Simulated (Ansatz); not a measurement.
Reaction: C2H5NO (SMILES CC(N)=O) → CH2NO (SMILES O=[C]N, doublet) + CH3 (SMILES [CH3], doublet) (the C-C bond breaks)
Each species at its own B3LYP-D3(BJ)/def2-TZVP minimum (Ansatz, an electronic-structure program), one conformer.

Total energies in hartree (Ansatz). Radicals and triplets start from unrestricted determinants; spin-orbit coupling is neglected. Cores are frozen in correlated methods. No relativity.

```tsv
species	HF/cc-pVTZ	CCSD(T)/cc-pVTZ	HF/cc-pVQZ	CCSD(T)/cc-pVQZ	CCSD(T)/cc-pVDZ	CCSDT(Q)/cc-pVDZ
1: C2H5NO (SMILES CC(N)=O)	-208.05966	-208.88986	-208.07545	-208.95571	-208.67023	-208.67268
2: CH2NO (SMILES N[C]=O, doublet)	-168.37566	-168.98389	-168.38880	-169.03628	-168.81390	-168.81627
3: CH3 (SMILES [CH3], doublet)	-39.57748	-39.76098	-39.58026	-39.77245	-39.71583	-39.71634
```

Work out the bond dissociation energy (electronic) in kJ/mol: take Hartree-Fock from cc-pVQZ, extrapolate the CCSD(T) correlation energy as X^-3 (X = 3, 4), and add CCSDT(Q) - CCSD(T) in cc-pVDZ. 1 hartree = 2625.5 kJ/mol.


Species 1: correlation (64·(-0.88026) - 27·(-0.83020))/37 = -0.91679; step -0.00245; E1 = -208.07545 + (-0.91679) + (-0.00245) = -208.99469
Species 2: correlation (64·(-0.64748) - 27·(-0.60823))/37 = -0.67612; step -0.00237; E2 = -168.38880 + (-0.67612) + (-0.00237) = -169.06729
Species 3: correlation (64·(-0.19219) - 27·(-0.18350))/37 = -0.19853; step -0.00051; E3 = -39.58026 + (-0.19853) + (-0.00051) = -39.77930
-1·E1 +1·E2 +1·E3 = 0.14810 hartree = 388.8 kJ/mol.
